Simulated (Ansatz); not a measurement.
**PN, singlet: vertical spin and charge gaps**

Geometry (PBE0/def2-TZVP stationary point for this spin):

```xyz
2

N     0.0000    0.0000    0.0000
P     0.0000    0.0000    1.4794
```

Basis 6-31G; Ansatz 0.2.0. Correlated methods freeze the noble-gas cores. R marks a restricted (for open shells ROHF) determinant, U an unrestricted one. Active spaces: valence = (10e, 8o) chosen from the atoms' valence shells.

Gaps are energies of the second state less the first, at fixed atoms, for a selection of the levels run; each method lands on the state that its own search finds for that charge and spin.

Unrestricted rows (U, and Kohn–Sham where it breaks symmetry) aren't spin-pure: their determinants' ⟨S²⟩ exceeds S(S+1) by up to 0.83, so they mix in states of higher spin. The determinant of the PN triplet fills πx and πy unequally, so it is a mixture of Σ and Δ, which weighs on every level built on one determinant. A value is left out where its run failed or describes another state than the reference as far as symmetry and spin tell, or, spin-broken singlets apart, can't be checked.

Triplet less singlet: 4.082 eV at full CI (singlet A1, triplet A1, in C2v).

By full CI's occupations no single determinant describes the triplet well.

| level | gap (eV) | error (meV) | ⟨S²⟩ where 0.1 over S(S+1) (first / second) |
| --- | --- | --- | --- |
| UHF | 3.059 | -1023 | 0.77 / 2.24 |
| RMP2 | 5.286 | 1204 | – / – |
| UMP2 | 3.907 | -175 | 0.77 / 2.24 |
| RCCSD* | 4.272 | 190 | – / – |
| UCCSD | 4.289 | 207 | 0.77 / 2.24 |
| RCCSDT* | 4.043 | -39 | – / – |
| UCCSDT(Q)* | 4.037 | -45 | 0.77 / 2.24 |
| RCCSDTQ* | 4.074 | -8 | – / – |
| CASSCF (valence space) | 4.390 | 308 | – / – |
| B2PLYP | 4.634 | 552 | – / – |

An asterisk marks runs whose energy the program itself flagged as in doubt.

Problem. PBE gives 11.766 eV for removing an electron, to the doublet. Estimate what full CI gives in 6-31G.

Solution. Full CI in 6-31G gives 11.034 eV, so against it PBE is off by 0.732 eV, of which a good part can be the reference's own basis and frozen-core error.

Large singles or doubles amplitudes warn of static correlation in the PN⁺ doublet.

```tsv
level	gap (eV)	error (meV)	⟨S²⟩ where 0.1 over S(S+1) (first / second)
RHF	11.052	18	– / –
UHF	10.419	-615	0.77 / 1.58
RMP2	11.613	579	– / –
UMP2	11.145	111	0.77 / 1.58
CISD	11.107	73	– / –
RCCSD*	11.067	33	– / –
UCCSD*	11.082	48	0.77 / 1.58
RCCSD(T)*	11.044	10	– / –
UCCSD(T)*	11.077	43	0.77 / 1.58
BCCD(T)*	11.055	21	– / –
RCCSDT	11.027	-7	– / –
UCCSDT	11.030	-4	0.77 / 1.58
CISDTQ	11.035	1	– / –
RCCSDT(Q)	11.037	3	– / –
UCCSDT(Q)	11.035	1	0.77 / 1.58
RCCSDTQ	11.035	1	– / –
UCCSDTQ	11.035	1	0.77 / 1.58
CASSCF (valence space)	10.651	-383	– / –
NEVPT2 (valence space)	10.934	-100	– / –
MRCISD (valence space)	11.017	-17	– / –
MRCISD+Q (valence space)	11.035	1	– / –
revPBE	11.719	685	– / –
r2SCAN	11.834	800	– / –
PBE0	11.882	848	– / –
B3LYP	11.892	858	– / –
wB97M-V	11.950	916	– / –
B2PLYP	11.877	843	– / 0.98
RPA-PBE	11.019	-15	– / –
```

In so small a basis the reference is far from its limit while semilocal and hybrid functionals are nearer theirs (RPA and double hybrids share much of the reference's basis error), so the functionals' errors here hold much of the reference's basis and frozen-core error, which can add to them or hide them.

Full CI is exact within this basis and frozen core; it isn't the basis-set limit. The frozen core follows each run's orbitals, which can shift R against U totals by a few meV.
